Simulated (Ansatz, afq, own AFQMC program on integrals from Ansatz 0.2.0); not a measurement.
Integrals from Ansatz 0.2.0, then the random walk in our own AFQMC program (afq).

```yaml
crystal:
  periodic: [false, false, false]
  atoms:
    - {symbol: Si, position_ang: [0.000057, 0.003655, -0.003678]}
    - {symbol: H, position_ang: [-0.011109, 1.094510, 1.080104]}
    - {symbol: H, position_ang: [-0.018596, -1.196649, 1.204266]}
    - {symbol: H, position_ang: [0.016900, 1.087489, -1.094411]}
    - {symbol: H, position_ang: [0.011223, -1.087200, -1.087461]}
basis:
  gaussian: {orbitals: 6-31G}
total_charge: 1
magnetization: {spin_polarized: true, initial_magnetization: 1}
correlation: {method: ccsd_t, electrons: outside_noble_gas, hamiltonian_folder: ham}
```

```sh
$ ansatz run in.yaml --threads 1 --pin off --events-out ev --progress --plain --max-ram 16896MiB --backend cuda --devices 0, --max-vram 18GiB
```

Options of the walk:

```
--method phaseless --trial cisd --walkers 4000 --populations 20 --least-time 60 --time-step 0.005 --steps-per-block 50 --equilibration-blocks 28 --max-blocks 4000 --target-error 0.00016 --factor-cut 1e-05 --start spin_pure --seed 9641 --release-times 0.24,0.51,0.99,1.62,2.4 --release-step 0.03 --release-every 3 --taylor-order 6
```

Times are imaginary, in 1/Eh. The walk had a cap of 122 s. With eight or more populations the least sampling time is a fifth of least-time, and the error comes from their spread.

Log:

```
orbitals 16  electrons 4 3  factors 106 of 268
reference energy -290.72603294 Eh
CCSD correlation -0.07696390 Eh in 12 cycles, weight of the determinant in the CISD state 0.9267
energy of the start -290.802249 Eh
 block  time / (1/Eh)  mean weight  energy / Eh
     1     0.250  1.0001  -290.802150
     2     0.500  1.0000  -290.802377
     3     0.750  1.0001  -290.802711
     4     1.000  1.0000  -290.803024
     5     1.250  1.0000  -290.803298
     8     2.000  1.0000  -290.804014
    11     2.750  1.0000  -290.804301
    14     3.500  0.9999  -290.804468
    17     4.250  0.9999  -290.804458
    20     5.000  0.9999  -290.804822
    23     5.750  1.0000  -290.804646
    26     6.500  1.0001  -290.804674
    29     7.250  1.0000  -290.804617
    31     7.750  1.0000  -290.804986
    32     8.000  1.0002  -290.804783
    35     8.750  0.9998  -290.804885
    38     9.500  1.0000  -290.804587
    41    10.250  1.0001  -290.804662
    44    11.000  0.9999  -290.804637
    47    11.750  1.0000  -290.804582
    49    12.250  1.0000  -290.804466
    50    12.500  1.0000  -290.804589
    53    13.250  0.9999  -290.804669
    56    14.000  1.0001  -290.804728
    59    14.750  1.0000  -290.804793
    62    15.500  1.0001  -290.804692
    65    16.250  1.0000  -290.804642
    68    17.000  0.9999  -290.804705
    71    17.750  1.0000  -290.804871
    74    18.500  1.0001  -290.804766
    77    19.250  0.9999  -290.804633
    78    19.500  1.0000  -290.804730
error from the spread of 20 populations
released: time / (1/Eh)  energy / Eh  error  mean overlap
  0.24  -290.804728  0.000029  0.9992
  0.51  -290.804740  0.000027  1.0006
  0.99  -290.804753  0.000022  0.9999
  1.62  -290.804784  0.000019  1.0005
  2.40  -290.804803  0.000013  1.0023
energy -290.804693 +/- 0.000033 Eh
(rows thinned)
```

The run passed its tests (sampling time, drift between the halves within three errors, error under three times the target), which doesn't prove that it has relaxed.

Against this walk (error 0.9 meV) on the same determinant: CCSD(T) 15.1 meV higher, CCSDT(Q) 3.5 meV lower, CCSDTQ 3.6 meV lower, full CI 3.6 meV lower. The error is statistical and leaves out the bias of the constraint. Released to 2.40 1/Eh the energy lies 3.0 ± 1.0 meV (both errors) below the phaseless value, which shows part or all of the bias of the constraint, and full CI lies 0.6 meV below the released value.

Cautions: constraint bias not in the error; unrestricted determinant slightly spin contaminated (⟨S²⟩ 0.83 against 0.75).

The walk took 18 s on 1 × NVIDIA H100 80GB HBM3 with 2 threads of AMD EPYC 7R13 Processor (Zen 3) (shared host) (the card was shared). The log's last line is the phaseless energy.

CCSDT and higher add their correlation energy to the determinant of the CCSD(T) run, since their own runs factorise the integrals more tightly (a shift of under 2 meV). A walk keeps the symmetry of its determinant, which the program's search chose and which needn't be the lowest solution, so a lower state of the same spin and another symmetry isn't excluded.
